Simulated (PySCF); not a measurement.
# C5H11F (CH3CH2CH2CHFCH3): the cost of one run

Programs: PySCF 2.14.0, with density-fitted response routines of our own. Each step states its level of theory. These are calculated values for one molecule in the gas phase, unless marked as measured. Atoms are numbered from 0 throughout.

## 1. Starting geometry

17 atoms, charge 0, multiplicity 1; geometry from: MMFF94s.

Bonds of the start (Å): C0–C1 1.52, C1–C2 1.53, C2–C3 1.53, C3–C4 1.52, C3–F5 1.36, C0–H6 1.09, C0–H7 1.09, C0–H8 1.09, C1–H9 1.10, C1–H10 1.10, C2–H11 1.10, C2–H12 1.10, C3–H13 1.10, C4–H14 1.09, C4–H15 1.09, C4–H16 1.09.

## 2. Optimising the geometry at PBE0-D3(BJ)/def2-SVP

Job settings and geometry (Å):

```
{"job": {"xc": "PBE0", "basis": "def2-SVP", "d3": "d3bj", "grid": 1, "kind": "geom"}, "charge": 0, "multiplicity": 1}
C      2.502342     0.033490    -0.249002
C      1.288275    -0.121537     0.653143
C     -0.015015     0.073676    -0.123124
C     -1.232142    -0.079957     0.784758
C     -2.531674     0.147435     0.034501
F     -1.249531    -1.350009     1.277936
H      3.422560    -0.109147     0.326123
H      2.488213    -0.705725    -1.056274
H      2.533171     1.031733    -0.697212
H      1.305901    -1.117574     1.110463
H      1.349704     0.610301     1.466986
H     -0.021718     1.066417    -0.588653
H     -0.064251    -0.670416    -0.927479
H     -1.169537     0.604772     1.637029
H     -2.583535     1.160260    -0.375869
H     -3.384050    -0.002700     0.704775
H     -2.638712    -0.571019    -0.784823
```

Started as:

```
$ OMP_NUM_THREADS=1 python probes_run.py task.json out
```

The driver reads the jobs from task.json and runs them one after another.

Q: Estimate the wall time and peak memory of this first job on 1 thread of Intel Xeon 6975P-C, shared host.

About 19 s, with a peak of 0.54 GiB.
